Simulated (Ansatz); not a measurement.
Methacrylic acid (`C=C(C)C(=O)O`). Total charge 0; spin multiplicity 1. Geometry: relaxed with PBE0-D4/def2-TZVP. It is one conformer, not always the lowest.

```xyz
12

C     0.466   -1.202    1.070
C     0.091   -0.199    0.281
C    -0.213    1.181    0.764
C    -0.026   -0.495   -1.174
O     0.188   -1.557   -1.697
O    -0.411    0.585   -1.880
H     0.573   -1.065    2.139
H     0.671   -2.179    0.651
H    -1.237    1.469    0.516
H     0.441    1.917    0.289
H    -0.084    1.245    1.845
H    -0.459    0.299   -2.803
```

Q: What is the dipole moment at r2SCAN/def2-TZVPP? (Estimate.)

A: Computed: 1.88 D, with components (-0.33, 1.65, 0.85) D in this frame, pointing from negative to positive charge.

Q: And with PBE, B3LYP, ωB97M-V? (An estimate is asked.)

A: Computed: PBE 1.82 D, B3LYP 1.86 D, ωB97M-V 1.83 D.

Q: Give the Mulliken charges with r2SCAN, B3LYP, ωB97M-V in def2-TZVPP. (Estimate.)

A: The calculation gave: 
```tsv
atom	r2SCAN	B3LYP	ωB97M-V
C1	-0.11	-0.17	-0.16
C2	-0.11	-0.10	-0.09
C3	-0.09	-0.21	-0.27
C4	0.39	0.34	0.36
O5	-0.35	-0.32	-0.33
O6	-0.29	-0.27	-0.26
H7	0.08	0.11	0.10
H8	0.11	0.13	0.13
H9	0.06	0.10	0.12
H10	0.06	0.10	0.12
H11	0.04	0.08	0.09
H12	0.21	0.20	0.19
```

B3LYP here is the variant with VWN-RPA as its local correlation; programs differ in this.
